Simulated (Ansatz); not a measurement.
A calculation with Ansatz (development build ahead of 0.2.0).

```yaml
crystal:
  periodic: [false, false, false]
  atoms:
    - { symbol: "N", position_ang: [-0.26407, -0.04854, 0.12663] }
    - { symbol: F, position_ang: [0.20086, -1.14891, -0.15727] }
    - { symbol: F, position_ang: [0.44113, 0.54218, 0.93987] }
    - { symbol: F, position_ang: [-0.45926, 0.63058, -0.87751] }
basis:
  gaussian: { orbitals: def2-SVP }
total_charge: 1
magnetization:
  spin_polarized: true
  initial_magnetization: 1
hamiltonian:
  xc: hf
output:
  forces: true
```

The input is written out in the form of the current development build from the run's settings.

Results

- Converged: yes
- Total energy: -351.81929 hartree
- Spin squared of the determinant: 0.760
- Stability test: minimum

Forces (eV/Å):
| atom | Fx | Fy | Fz |
| --- | --- | --- | --- |
| N1 | 1.399 | 0.244 | -0.681 |
| F2 | -0.261 | -1.777 | 0.043 |
| F3 | 0.090 | 0.702 | 1.650 |
| F4 | -1.229 | 0.832 | -1.012 |
